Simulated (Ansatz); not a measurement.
# CH5NSi (SMILES C[Si]N): one structure at several levels

The task here is to estimate one member of a computed series from the others.

Computed with Ansatz 0.2.0, Gaussian basis. Level: single points in def2-TZVPP.

Cores are frozen in the correlated methods. B3LYP uses VWN-RPA correlation.

### The system as given

SMILES `C[Si]N`, 8 atoms, charge 0, spin multiplicity 1.

Atoms are counted from 1 here; the program's logs count them from 0.

Bond lengths: C1–Si2 1.869 Å, C1–H4 1.052 Å, C1–H5 0.936 Å, C1–H6 1.151 Å, Si2–N3 1.580 Å, N3–H7 1.087 Å, N3–H8 1.011 Å. Angles: Si2–C1–H4 111.0°, Si2–C1–H5 120.9°, Si2–C1–H6 109.0°, H4–C1–H5 102.9°, H4–C1–H6 103.5°, H5–C1–H6 108.1°, C1–Si2–N3 104.3°, Si2–N3–H7 126.2°, Si2–N3–H8 118.1°, H7–N3–H8 114.7°.

As a file:

```
C    -0.6744    0.8356   -0.6318
Si    0.9310    0.5278    0.2745
N     0.9072   -1.0192    0.5966
H    -0.9395    0.0051   -1.2210
H    -0.7603    1.5517   -1.2291
H    -1.5306    0.9051    0.1339
H     1.6175   -1.5555    1.2199
H     0.0751   -1.5419    0.3583
```

The first run:

Contents of run/in.yaml:

```yaml
crystal:
  periodic: [false, false, false]
  atoms:
    - {symbol: C, position_ang: [-0.674400, 0.835600, -0.631800]}
    - {symbol: Si, position_ang: [0.931000, 0.527800, 0.274500]}
    - {symbol: N, position_ang: [0.907200, -1.019200, 0.596600]}
    - {symbol: H, position_ang: [-0.939500, 0.005100, -1.221000]}
    - {symbol: H, position_ang: [-0.760300, 1.551700, -1.229100]}
    - {symbol: H, position_ang: [-1.530600, 0.905100, 0.133900]}
    - {symbol: H, position_ang: [1.617500, -1.555500, 1.219900]}
    - {symbol: H, position_ang: [0.075100, -1.541900, 0.358300]}
basis:
  gaussian: {orbitals: def2-TZVPP}
correlation: {method: ccsd_t}
output: {forces: true}
```

The command line of these runs was not kept.

Steps of the session up to this table: CCSD(T)/def2-TZVPP; PBE0-D4/def2-TZVPP; wB97M-V/def2-TZVPP; r2SCAN-D4/def2-TZVPP; PBE-D4/def2-TZVPP; revPBE-D4/def2-TZVPP; B3LYP-D4/def2-TZVPP.

One table of the session follows, with a row left open; its other results are not shown here.

| method | RMS force component (eV/Å) | angle to CCSD(T) forces (°) | dipole (D) |
| --- | --- | --- | --- |
| CCSD(T) | 3.120 | reference | 2.68 |
| PBE0-D4 | ? | ? | ? |
| wB97M-V | 3.076 | 0.9 | 2.66 |
| r2SCAN-D4 | 3.059 | 1.5 | 2.86 |
| PBE-D4 | 3.104 | 3.0 | 2.74 |
| revPBE-D4 | 3.132 | 3.0 | 2.76 |
| B3LYP-D4 | 3.048 | 0.8 | 2.65 |

Estimate the missing values for PBE0-D4.

The run gave: RMS force component (eV/Å): 3.084; angle to CCSD(T) forces (°): 1.7; dipole (D): 2.79. In the column «RMS force component (eV/Å)» it lies between wB97M-V (3.076) and PBE-D4 (3.104).
